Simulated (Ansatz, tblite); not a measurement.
Removing an electron: H₂S₅. Total charge 0; singlet. Geometry: PBE-D4/def2-SVP. Ansatz, gas phase; energy differences of separate SCF runs; the oxidised species was run as a doublet alone.

```tsv
atom	x (Å)	y (Å)	z (Å)
S1	-0.539	-1.945	0.639
S2	-0.400	-0.242	1.853
S3	-0.863	1.424	0.663
S4	0.923	2.032	-0.257
S5	1.065	0.994	-2.067
H6	-1.889	-2.148	0.749
H7	1.703	-0.115	-1.581
```

The xTB rows come from tblite.

Estimate orbital energies and vertical ionisation energies at: GFN1-xTB; GFN2-xTB; PBE-D4/def2-TZVP; r2SCAN-D4/def2-TZVP; PBE0-D4/def2-TZVP.


| level | −HOMO (eV) | vertical IE (eV) | −LUMO (eV) | HOMO–LUMO gap (eV) |
| --- | --- | --- | --- | --- |
| GFN1-xTB | 11.09 | 14.20 | 7.45 | 3.64 |
| GFN2-xTB | 11.00 | 13.36 | 7.97 | 3.03 |
| PBE-D4/def2-TZVP | 6.12 | 8.67 | 2.66 | 3.47 |
| r2SCAN-D4/def2-TZVP | 6.40 | 8.86 | 2.56 | 3.84 |
| PBE0-D4/def2-TZVP | 7.31 | 9.09 | 1.79 | 5.52 |

 Raw xTB energy differences between charge states are shifted by several eV; the methods need an empirical correction for them.
